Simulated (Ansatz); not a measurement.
# AlH2O (SMILES [O][AlH2]): levels of theory compared

We compute a comparison of 6 runs (U-r2SCAN/STO-3G, U-revPBE/STO-3G, U-wB97M-V/STO-3G, UHSE06/STO-3G, UCCSD/STO-3G, UCCSD(T)/STO-3G) of AlH2O. 

Program for the calculation: Ansatz 0.2.0.

51 further runs of the same task are left out: 1 that didn't finish, 50 set aside as unsound or not needed.

## 1. The system as given

The species is AlH2O (4 atoms), meant as a doublet with charge 0. As SMILES, `[O][AlH2]`. The H3–Al2 distance was set to 3.157 Å, away from the relaxed value. At this shape a bond of the SMILES string is far longer than usual.

Bond lengths: O1–Al2 1.727 Å, Al2–H4 1.578 Å. Angles: O1–Al2–H4 115.8°.

## 2. A single-point energy at U-r2SCAN/STO-3G (run 1)

Contents of run.yaml:

```yaml
crystal:
  periodic: [false, false, false]
  atoms:
    - {symbol: O, position_ang: [1.223477, -0.465608, 2.396980]}
    - {symbol: Al, position_ang: [1.172177, 0.420592, 0.915180]}
    - {symbol: H, position_ang: [-1.149600, -0.360800, -1.076000]}
    - {symbol: H, position_ang: [2.291977, 1.517492, 0.730280]}
basis:
  gaussian:
    orbitals: STO-3G
accuracy: high
magnetization:
  spin_polarized: true
  initial_magnetization: 1
hamiltonian:
  xc: r2scan
```

Run with:

```sh
$ ansatz run run.yaml --threads 1 --pin off --max-ram 2610MiB --events-out events.jsonl --progress --plain --runs-dir runs
```

Output:

```text
Warning: RAYON_NUM_THREADS=1 ignored (pool sized by the plan → 1); use --threads N
Functional definition: r2SCAN
  name "r2SCAN"
  parameter k0 = 0.174
  parameter k1 = 0.065
  parameter a1 = 4.9479
  exchange = r2scan_x(k0 = k0, k1 = k1, a1 = a1)
  correlation = r2scan_c
265 factors; integrals over basis functions are off by at most 2.5e-8 eV
mean field evaluation 1: about -8549.3683 eV, gradient 3.3e1 eV
mean field evaluation 2: about -8385.6270 eV, gradient 1.0e2 eV
mean field evaluation 4: about -8560.4482 eV, gradient 4.4e0 eV
mean field evaluation 8: about -8560.8571 eV, gradient 9.0e-1 eV
mean field evaluation 16: about -8560.8448 eV, gradient 4.5e-3 eV
mean field evaluation 32: about -8560.0693 eV, gradient 3.7e0 eV
mean field -8560.84477840 eV, -314.6052428571 hartree, gradient 5.9e-8 eV, S^2 1.239978; 4 other end points of the search recorded, 0 dependent functions left out
reference -8560.84477932 eV, -314.6052428912 hartree; 12, 11 occupied and 4, 5 virtual orbitals, 265 factors
Total energy: -8560.84477932 eV, -314.6052428912 hartree
```

Wall time 9 s (1 thread of Arm Neoverse V1, shared host); peak memory 0.2 GiB.

## 3. The energy at U-revPBE/STO-3G (run 2)

Contents of job.yaml:

```yaml
crystal:
  periodic: [false, false, false]
  atoms:
    - {symbol: O, position_ang: [1.223477, -0.465608, 2.396980]}
    - {symbol: Al, position_ang: [1.172177, 0.420592, 0.915180]}
    - {symbol: H, position_ang: [-1.149600, -0.360800, -1.076000]}
    - {symbol: H, position_ang: [2.291977, 1.517492, 0.730280]}
basis:
  gaussian: {orbitals: STO-3G}
total_charge: 0
accuracy: high
magnetization: {spin_polarized: true, initial_magnetization: 1}
hamiltonian: {xc: {name: revPBE}}
```

Run with:

```sh
$ ansatz run job.yaml --threads 1 --pin off --max-ram 2610MiB --events-out events.jsonl --progress --plain --runs-dir runs
```

Output:

```text
Warning: RAYON_NUM_THREADS=1 ignored (pool sized by the plan → 1); use --threads N
Functional definition: revPBE
  name "revPBE"
  parameter kappa = 1.245
  parameter beta = 0.06672455060314922
  exchange = pbe_x(kappa = kappa, mu = beta*pi^2/3)
  correlation = pbe_c(beta = beta)
265 factors; integrals over basis functions are off by at most 2.5e-8 eV
mean field evaluation 1: about -8550.2609 eV, gradient 3.2e1 eV
mean field evaluation 2: about -8384.0847 eV, gradient 1.1e2 eV
mean field evaluation 4: about -8560.3215 eV, gradient 4.0e0 eV
mean field evaluation 8: about -8560.3215 eV, gradient 4.0e0 eV
mean field evaluation 16: about -8560.5244 eV, gradient 1.7e-6 eV
mean field evaluation 32: about -8559.3519 eV, gradient 3.5e0 eV
mean field -8560.52444844 eV, -314.5934709483 hartree, gradient 4.6e-8 eV, S^2 1.029455; 5 other end points of the search recorded, 0 dependent functions left out
reference -8560.52445072 eV, -314.5934710322 hartree; 12, 11 occupied and 4, 5 virtual orbitals, 265 factors
Total energy: -8560.52445072 eV, -314.5934710322 hartree
```

Wall time 2.8 s (1 thread of Arm Neoverse V1, shared host); peak memory 0.12 GiB.

## 4. A single-point energy at U-wB97M-V/STO-3G (run 3)

Contents of run.yaml:

```yaml
crystal:
  periodic: [false, false, false]
  atoms:
    - symbol: O
      position_ang: [1.223477, -0.465608, 2.396980]
    - symbol: Al
      position_ang: [1.172177, 0.420592, 0.915180]
    - symbol: H
      position_ang: [-1.149600, -0.360800, -1.076000]
    - symbol: H
      position_ang: [2.291977, 1.517492, 0.730280]
basis:
  gaussian:
    orbitals: STO-3G
magnetization:
  spin_polarized: true
  initial_magnetization: 1
hamiltonian:
  xc: {name: wB97M-V}
accuracy: high
```

Run with:

```sh
$ ansatz run run.yaml --threads 1 --pin off --max-ram 2610MiB --events-out events.jsonl --progress --plain --runs-dir runs
```

Output (excerpt; [...] marks lines left out):

```text
Warning: RAYON_NUM_THREADS=1 ignored (pool sized by the plan → 1); use --threads N
Functional definition: wB97M-V
  name "wB97M-V"
[...]
  gx(w, u) = 1 - cx + cx01*u + cx10*w
  gss(w, u) = css00 + css04*u^4 + css10*w + css20*w^2 + css43*w^4*u^3
  gos(w, u) = cos00 + cos10*w + (cos20 + cos21*u)*w^2 + (cos60 + cos61*u)*w^6
[...]
      + integral(e_c_pw_mod_opposite_spin*gos(b97_w_opposite, b97_u_opposite)) + vv10(b, c)
265 factors; integrals over basis functions are off by at most 2.5e-8 eV
119 factors; integrals over basis functions are off by at most 8.3e-10 eV
[...]
mean field -8562.15174876 eV, -314.6532731321 hartree, gradient 2.4e-8 eV, S^2 1.326496; 8 other end points of the search recorded, 0 dependent functions left out
reference -8562.15175113 eV, -314.6532732190 hartree; 12, 11 occupied and 4, 5 virtual orbitals, 265 factors
Total energy: -8562.15175113 eV, -314.6532732190 hartree
```

Run time: 62 s. Hardware: 1 thread of Arm Neoverse V1, shared host; peak memory 0.44 GiB.

Runs 4 to 5 aren't shown in full; the table further down has their settings and results.

## 5. A single-point energy at UCCSD(T)/STO-3G (run 6)

Contents of in.yaml:

```yaml
crystal:
  periodic: [false, false, false]
  atoms:
    - {symbol: O, position_ang: [1.223477, -0.465608, 2.396980]}
    - {symbol: Al, position_ang: [1.172177, 0.420592, 0.915180]}
    - {symbol: H, position_ang: [-1.149600, -0.360800, -1.076000]}
    - {symbol: H, position_ang: [2.291977, 1.517492, 0.730280]}
basis:
  gaussian: {orbitals: STO-3G}
magnetization: {spin_polarized: true, initial_magnetization: 1}
correlation: {method: ccsd_t, frozen_orbitals: {Al: 5, H: 0, O: 1}}
accuracy: high
scf: {omitted_lower_state_checks: [cluster_reference, increment]}
```

Run with:

```sh
$ ansatz run in.yaml --threads 1 --pin off --max-ram 2610MiB --events-out events.jsonl --progress --plain --runs-dir runs
```

Output:

```text
Warning: RAYON_NUM_THREADS=1 ignored (pool sized by the plan → 1); use --threads N
[... 17 lines left out ...]
6 core orbitals not correlated: weight in the atoms' cores, before any rotation towards them, 1.000 or more for the frozen orbitals, at most 0.000 for the correlated occupied ones
[... 63 lines left out ...]
Total energy: -8542.17401480 eV, -313.9191049505 hartree
Checks for a lower state left out: cluster_reference, increment
```

It took 0.48 s on 1 thread of Arm Neoverse V1, shared host.

## 6. The series

```csv
run,level,frozen core orbitals,energy (Eh),⟨S²⟩,wall time
1,U-r2SCAN/STO-3G,–,-314.605243,1.240,9 s
2,U-revPBE/STO-3G,–,-314.593471,1.029,2.8 s
3,U-wB97M-V/STO-3G,–,-314.653273,1.326,62 s
4,UHSE06/STO-3G,–,-314.456475,1.339,6 s
5,UCCSD/STO-3G,6,-313.913476,1.660,0.48 s
6,UCCSD(T)/STO-3G,6,-313.919105,1.660,0.48 s
```

## 7. What came out

| quantity | value |
| --- | --- |
| run 6: total energy | -313.91910 Eh |
| run 6: correlation energy (6 core orbitals frozen) | -77.3 mEh |
| run 6: (T) correction | -5.63 mEh |
| run 6: ⟨S²⟩ of the reference determinant | 1.660 |
| run 6: T1 diagnostic | 0.099 |

**Reading.** Totals of different functionals can't be ranked against each other. In runs 1, 2, 3, 4, 5, 6 the basis is minimal, so the values are rough. Spin contamination of the reference: run 5 ⟨S²⟩ = 1.66, run 6 ⟨S²⟩ = 1.66, run 4 ⟨S²⟩ = 1.34, run 3 ⟨S²⟩ = 1.33, run 1 ⟨S²⟩ = 1.24, run 2 ⟨S²⟩ = 1.03. Where it is this large, the reference is a mixture of spin states, and values that rest on it are in doubt. All runs together took 81 s, the longest 62 s.
